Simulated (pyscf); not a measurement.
This saddle point was located with ωB97X-D3(BJ)/def2-SVP in PySCF.

```
Si
H 1 1.4944
H 1 1.4944 2 120.13
H 1 1.4991 2 119.91 3 -177.65
P 1 2.4527 2 91.14 3 91.99
H 5 1.4263 1 93.99 2 166.65
H 5 1.4263 6 93.22 4 70.74
Si 1 2.4699 2 90.62 3 -91.07
H 8 1.4935 1 109.07 2 -60.14
H 8 1.4935 9 109.57 4 91.96
H 8 1.4937 9 109.64 10 120.37
```
Charge 0, spin multiplicity 2.

Surface: doublet, charge 0. Lowest wavenumbers (cm⁻¹): 585i, 84, 85, 138, 208.

### Question
Name the species on either side of this saddle.

### Answer
PH₂• + H₃Si–SiH₃ ⇌ H₃Si–PH₂ + SiH₃•, a substitution at Si read from left to right: Si–Si broken and P–Si formed. At ωB97M-D3(BJ)/def2-TZVP it lies +12.8 kcal/mol from the left side and +8.6 kcal/mol from the right (each side as separated species at their lowest minima found). This is the saddle that the search found; another between the same sides may lie lower. The angle at the attacked Si is 176°.
